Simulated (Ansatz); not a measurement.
The same path of ClH + H5NSi (9 atoms, charge 0, multiplicity 1) was run 3 times with different band settings. Lost on the way: Si1–N2, Cl8–H9. Made: Si1–Cl8, N2–H9.

Computed with Ansatz, RKS PBE0/6-31G*.

Relaxed end points:

```xyz
9
Properties=species:S:1:pos:R:3
Si -0.162 0.300 0.056
N 0.131 -0.181 1.736
H -0.706 -0.380 2.277
H 0.707 0.462 2.272
H 1.169 0.459 -0.580
H -0.923 1.576 -0.072
H -0.938 -0.797 -0.572
Cl 1.686 -2.785 1.888
H 0.993 -1.624 1.809
```

```xyz
9
Properties=species:S:1:pos:R:3
Si 0.456 -0.116 -0.230
N -0.204 -0.480 2.269
H -1.121 -0.136 2.545
H 0.481 -0.031 2.871
H 0.845 0.086 -1.662
H 0.283 1.249 0.320
H -0.759 -0.965 -0.276
Cl 2.150 -1.106 0.488
H -0.175 -1.472 2.487
```

Common settings: spring 5.0 eV/Å²; optimiser quadratic models (default); start path through a guess of the saddle point; force threshold 0.05 eV/Å; iteration limit 60; end points relaxed.

| run | movable images | climbing image |
| --- | --- | --- |
| 1 | 5 | yes |
| 2 | 2 | no |
| 3 | 4 | no |

What does each run give, and how far can it be trusted?

Run 1: converged after 18 iterations, highest image 0.268 eV above the first end. A vibrational analysis at the climbing image gives one clearly imaginary mode, 133i cm⁻¹: a first-order saddle point.
Run 2: converged after 15 iterations, highest image 0.132 eV above the first end. No image climbed, so the highest image needn't sit at the top of the path. A band with more images between the same ends climbed to 0.27 eV, so this one has probably stepped over the top. So few images can step over the top or miss a turn of the path.
Run 3: converged after 19 iterations, highest image 0.209 eV above the first end. No image climbed, so the highest image needn't sit at the top of the path.
The orbitals stay closed-shell, which can raise the energy where a bond breaks towards radicals; this wasn't checked here.
